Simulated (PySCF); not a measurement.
**Bond length, frequency and bond energy of NaAl by level of theory**

State: ¹Σ⁺ (singlet), closed shell. Set-up: Na aug-pcseg-1, Al aug-pcseg-1; no relativity (PySCF 2.14). De refers to Na + Al in their high-spin ground configurations, without counterpoise correction. A positive dipole means Na(−)Al(+).

```json
{"Level": "RHF-MP2", "Re (Å)": "3.238", "ωe (cm⁻¹)": "177", "De (eV)": "0.399", "μ (D)": "n/a"}
{"Level": "RHF-SCS-MP2", "Re (Å)": "3.245", "ωe (cm⁻¹)": "175", "De (eV)": "0.439", "μ (D)": "n/a"}
{"Level": "RHF-CCSD", "Re (Å)": "3.264", "ωe (cm⁻¹)": "164", "De (eV)": "0.58", "μ (D)": "n/a"}
{"Level": "RHF-CCSD(T)", "Re (Å)": "3.271", "ωe (cm⁻¹)": "161", "De (eV)": "0.63", "μ (D)": "n/a"}
{"Level": "PBE", "Re (Å)": "3.176", "ωe (cm⁻¹)": "180", "De (eV)": "0.83", "μ (D)": "-2.28"}
{"Level": "r²SCAN", "Re (Å)": "3.194", "ωe (cm⁻¹)": "182", "De (eV)": "0.64", "μ (D)": "-2.88"}
{"Level": "M06-L", "Re (Å)": "3.165", "ωe (cm⁻¹)": "178", "De (eV)": "0.87", "μ (D)": "-3.24"}
{"Level": "TPSSh", "Re (Å)": "3.198", "ωe (cm⁻¹)": "183", "De (eV)": "0.79", "μ (D)": "-3.31"}
{"Level": "PBE0", "Re (Å)": "3.165", "ωe (cm⁻¹)": "187", "De (eV)": "0.71", "μ (D)": "-2.99"}
{"Level": "B97-3", "Re (Å)": "3.151", "ωe (cm⁻¹)": "189", "De (eV)": "0.88", "μ (D)": "-2.65"}
{"Level": "ωB97X", "Re (Å)": "3.117", "ωe (cm⁻¹)": "199", "De (eV)": "0.75", "μ (D)": "-4.14"}
```

**Question.** Which functional lies closest to RHF-CCSD(T) in De, which farthest, and by how much do they differ from it?

**Answer.** Closest is r²SCAN (-7.7 pm in Re, +13.0 % in ωe, +0.01 eV in De against RHF-CCSD(T) in the same basis), farthest B97-3 (-12.0 pm in Re, +17.4 % in ωe, +0.25 eV in De). CCSD(T) converges more slowly with the basis than the functionals do and binds too weakly in this one, so the order can change at the basis-set limit.

**Question.** What does a quarter of exact exchange do here, going from PBE to PBE0?

**Answer.** PBE0 less PBE: -1.1 pm in Re, +3.9 % in ωe, -0.12 eV in De. Exact exchange removes part of the self-interaction that spreads semilocal densities, and in most molecules shortens and stiffens the bond and lowers De; so it does here.

**Question.** What does the step from GGA to meta-GGA do here, going from PBE to r²SCAN?

**Answer.** r²SCAN less PBE: +1.8 pm in Re, +1.1 % in ωe, -0.19 eV in De. 

Correlated steps freeze 6 core orbitals. Closed-shell solutions of metal pairs were not tested for spin polarisation, which can lower them a little. Correlated levels converge slowly with the basis: in double zeta they bind strong bonds too weakly, by up to about 1 eV, and carry superposition errors of some tenths. Where the molecule has an RHF reference, its open-shell atoms are computed with UHF.
